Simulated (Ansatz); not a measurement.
A nudged elastic band was laid between two geometries of H + H4Si (6 atoms, charge 0, multiplicity 2).

Method: UKS PBE-D4/def2-SVP in Ansatz.

* movable images: 5
* climbing image: yes
* spring: 5.0 eV/Å²
* optimiser: quadratic models (default)
* start path: through a guess of the saddle point
* force threshold: 0.03 eV/Å
* iteration limit: 60
* end points: relaxed

Image 0:

```xyz
6
Properties=species:S:1:pos:R:3
Si 0.000 0.000 -0.232
H 0.000 0.000 1.271
H 1.417 0.000 -0.733
H -0.708 1.227 -0.733
H -0.708 -1.227 -0.733
H 0.000 0.000 4.083
```

Image 6:

```xyz
6
Properties=species:S:1:pos:R:3
Si 0.001 0.000 -0.469
H 0.000 0.000 2.686
H 1.436 0.000 -0.919
H -0.717 1.243 -0.918
H -0.717 -1.243 -0.918
H 0.000 0.000 3.458
```

Question: Which bonds break or form, and what moves?

Answer: Bonds broken: Si1–H2. Bonds formed: H2–H6. H + H4Si becomes H2 + H3Si.

Question: Give the energies along the band, and the barrier.

Answer: The forces met the threshold. The highest image is number 2 of 0 to 6, 0.7 kcal/mol above the first end and 12.7 kcal/mol above the last; the last end lies 12.0 kcal/mol below the first. A vibrational analysis at the climbing image gives one clearly imaginary mode, 377i cm⁻¹: a first-order saddle point.

| image | path coordinate (Å) | energy (kcal/mol) | Si1–H2 (Å) | H2–H6 (Å) |
| --- | --- | --- | --- | --- |
| 0 | 0.00 | 0.0 | 1.50 | 2.81 |
| 1 | 0.56 | 0.2 | 1.50 | 2.20 |
| 2 | 1.11 | 0.7 | 1.53 | 1.57 |
| 3 | 1.56 | -5.8 | 1.91 | 0.94 |
| 4 | 2.01 | -10.5 | 2.39 | 0.79 |
| 5 | 2.46 | -11.7 | 2.77 | 0.78 |
| 6 | 2.91 | -12.0 | 3.15 | 0.77 |

Question: What is the geometry of the highest image?

Answer: 
```xyz
6
Properties=species:S:1:pos:R:3
Si 0.000 0.000 -0.040
H 0.000 0.000 1.494
H 1.420 0.000 -0.532
H -0.710 1.230 -0.533
H -0.710 -1.230 -0.533
H 0.000 0.000 3.065
```

Question: What are the harmonic wavenumbers there?

Answer: 377i, 187, 187, 850, 875, 875, 935, 935, 1800, 2170, 2187, 2187 cm⁻¹.

The run took 32 s on 1 thread of Arm Neoverse V2, on a shared host, peak memory 0.099 GiB.
